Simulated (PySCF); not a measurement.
Compound: C₃H₄O₂.
InChI=1S/C3H4O2/c1-5-3-2-4/h3H,1H3

Theory: MP2 and CCSD/aug-cc-pVDZ in PySCF, restricted Hartree–Fock reference, 5 core orbitals frozen, non-relativistic, gas phase, PBE0-D3(BJ)/def2-SVP geometry.

E(HF) = -265.61640 Eh.

How large is the problem?

151 basis functions and 38 electrons; 5 orbitals frozen, which leaves o = 14 correlated occupied and v = 132 virtual orbitals. That is o·v = 1848 singles and o·v(o·v + 1)/2 = 1708476 distinct closed-shell doubles amplitudes before symmetry; the costliest CCSD step grows as o²v⁴ = 6.0 × 10^10.

What are the MP2 and CCSD correlation energies?

MP2 -0.7962 Eh and CCSD -0.8246 Eh, which gives totals of -266.41257 and -266.44104 Eh. That is 0.801 eV for each correlated electron at CCSD (2165 kJ/mol in all, 0.310 % of the total energy); MP2 gives 96.5 % of the CCSD value.

What is the T1 diagnostic?

0.0157, below the customary warning level of 0.02. It is the norm of the spatial-orbital singles amplitudes over the root of the number of correlated electrons, so the norm is 0.083.

How does correlation change the dipole moment?

HF gives 1.30 D and CCSD (unrelaxed density) 0.95 D, a change of -0.35 D; the two vectors are 11° apart.

Connected triples and the basis-set limit are missing.

The job also held the EOM ionisation roots. Time: 6.5 min of wall time. Hardware: an Arm Neoverse V1 with one thread (shared host).

The values belong to the conformer `[CH3:1][O:2][CH:3]=[C:4]=[O:5]`: C1–O2–C3–C4 0°.
